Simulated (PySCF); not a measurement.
# Löwdin shares of the frontier orbitals

Species: C6H8.
Cartesian coordinates in Å at the GFN2-xTB level; atoms count from 1:
```
atom  x, y, z in Å
C1     0.4151   -1.9651    1.8217
C2     0.2226   -0.9844    1.0018
C3     0.0261   -0.0015    0.1580
C4     0.0271    1.4306    0.6207
C5    -0.1959   -0.2950   -1.2523
C6    -0.4045    0.6093   -2.2020
H7    -0.4017   -2.4475    2.3375
H8     1.4019   -2.3507    2.0304
H9     0.2069    1.4856    1.6914
H10   -0.9337    1.8942    0.4012
H11    0.8063    1.9894    0.1039
H12   -0.1825   -1.3480   -1.5044
H13   -0.5612    0.3155   -3.2258
H14   -0.4273    1.6672   -2.0042
```

Method: PySCF 2.14.0, density-fitted response routines, TDDFT CAM-B3LYP/def2-SVPD, vertical, gas phase, core orbitals frozen in the response.

Kohn–Sham orbitals with the atoms that hold most of them (Löwdin shares over 4%, at most four atoms; ? is withheld):

| orbital | ε (eV) | atoms |
| --- | --- | --- |
| LUMO+2 | 1.62 | C1 36%, C2 26%, H7 9%, H8 9% |
| LUMO+1 | 1.29 | C1 18%, C2 15%, C4 15%, C6 8% |
| LUMO | ? | C6 23%, C2 20%, C5 18%, C3 12% |
| HOMO | -7.82 | ? |
| HOMO-1 | -9.18 | ? |
| HOMO-2 | -10.25 | C5 28%, C6 19%, C3 18%, C4 9% |
| HOMO-3 | -11.46 | C5 24%, C6 18%, H12 13%, C3 11% |

Question: Give the leading atoms of the HOMO-1.

Answer: C1 (bonded to C and 2 H) 40%; C2 (bonded to 2 C) 34%; C3 (bonded to 3 C) 6%; C4 (bonded to C and 3 H) 5%.

Question: Which atoms hold the HOMO, and with what shares?

Answer: C2 (bonded to 2 C) 23%; C6 (bonded to C and 2 H) 22%; C3 (bonded to 3 C) 20%; C5 (bonded to 2 C and H) 15%.

Question: What is the LUMO energy, and the HOMO–LUMO gap?

Answer: ε(LUMO) = 0.48 eV; the gap is 8.30 eV (0.3051 hartree).

Question: The HOMO–LUMO gap is 8.30 eV. Where does the response calculation put the lowest singlet, and from which orbitals?

Answer: S1 is at 5.54 eV (f = 0.0008), 2.76 eV below the gap, made of HOMO→LUMO+2 (42%), HOMO→LUMO+1 (32%), HOMO→LUMO+3 (11%). Its leading pair isn't HOMO and LUMO; the energies of that pair differ by 9.45 eV. 

Question: One configuration dominates each of S2 and S3. Which, and how do the shares of the two leading atoms of either orbital change from the occupied to the empty one?

Answer: 
- S2 (5.91 eV, f 0.067), HOMO-1→LUMO (79%): C1 40% → at most 13%, C2 34% → 20%, C6 at most 5% → 23%
- S3 (5.91 eV, f 0.722), HOMO→LUMO (89%): C2 23% → 20%, C6 22% → 23%

On Intel Xeon 6975P-C, one thread, shared host with 192 logical CPUs at a one-minute load of 290, this took 23 s (with the writing of density and orbital grids) and 0.79 GiB of memory at its peak.

One conformer stands for the species.
